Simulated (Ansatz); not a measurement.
Basis sets compared for the cluster B2H2⁺ (the lowest doublet isomer of a short search). Charge 1, multiplicity 2. Geometry r2SCAN-D4/def2-TZVP. Ansatz on 4 threads of AMD EPYC 9R45 on a shared host; times are rough, and most runs start from earlier orbitals.

```xyz
4

B     0.124    0.740    0.294
B    -0.121   -0.741   -0.293
H    -0.302   -1.818   -0.721
H     0.299    1.819    0.721
```

B3LYP takes the VWN-RPA correlation. The structure comes from a short search, and lower isomers may exist.

```
           level  functions  energy (Eh)  HOMO (eV)  LUMO (eV)  wall time
 PBE-D4/def2-SVP         38     -50.2887     -13.32     -12.79      0.3 s
  B3LYP-D4/6-31G         22     -50.4332     -13.92     -11.73      0.4 s
PBE0-D4/def2-SVP         38     -50.3072     -14.34     -11.58     0.35 s
```

(1) Estimate the rows for PBE-D4/def2-TZVP, B3LYP-D4/def2-TZVP, PBE0-D4/def2-TZVP (with forces).

## Answers

(1) 
```json
{"level": "PBE-D4/def2-TZVP", "functions": "74", "energy (Eh)": "-50.3466", "HOMO (eV)": "-13.24", "LUMO (eV)": "-12.70", "wall time": "0.35 s"}
{"level": "B3LYP-D4/def2-TZVP", "functions": "74", "energy (Eh)": "-50.4569", "HOMO (eV)": "-13.98", "LUMO (eV)": "-11.68", "wall time": "0.35 s"}
{"level": "PBE0-D4/def2-TZVP (with forces)", "functions": "74", "energy (Eh)": "-50.3645", "HOMO (eV)": "-14.28", "LUMO (eV)": "-11.49", "wall time": "4.6 s"}
```
